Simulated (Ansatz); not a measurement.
C3H5NO can be A, `COC#CN`, or B, `COC=C=N`.

Program: Ansatz. Geometries: PBE0-D4/def2-TZVP. ΔE: electronic, gas phase. CCSD(T)/CBS adds triple-zeta CCSD(T) − MP2 to the extrapolated MP2 energy (def2 sets, frozen cores). Functionals use def2-TZVPP. B3LYP here is the variant with VWN-RPA as its local correlation; programs differ in this. One conformer a species, not always the lowest.

Task: Which isomer does CCSD(T)/CBS put lower? Give the gap. (Best estimate.)

Result: Ansatz gave: B, by 13.5 kcal/mol.

Task: Give E(B) − E(A) in kcal/mol with ωB97M-V, LDA (SPW92), B3LYP-D4, CCSD(T)/def2-TZVPP, HF/def2-TZVPP, BLYP-D4, PBE-D4. (Estimate.)

Result: The calculation gave: ωB97M-V -14.0, LDA (SPW92) -12.7, B3LYP-D4 -15.0, CCSD(T)/def2-TZVPP -14.6, HF/def2-TZVPP -12.3, BLYP-D4 -16.8, PBE-D4 -15.6. None reverses the order clearly.

Task: Does the order hold for the free energy at 298.15 K (harmonic terms from PBE0-D4)? (Estimate.)

Result: Ansatz gave: Yes: G(B) − G(A) = -14.0 kcal/mol, for one conformer each.

Largest T1 diagnostic: 0.014.

From PBE to PBE0 (25 % exact exchange), in def2-TZVPP and without D4, E(B) − E(A) moves by +1.8 kcal/mol. At CCSD(T), def2-SVP lies −1.4 kcal/mol from the extrapolated value and def2-TZVPP −1.1 kcal/mol.
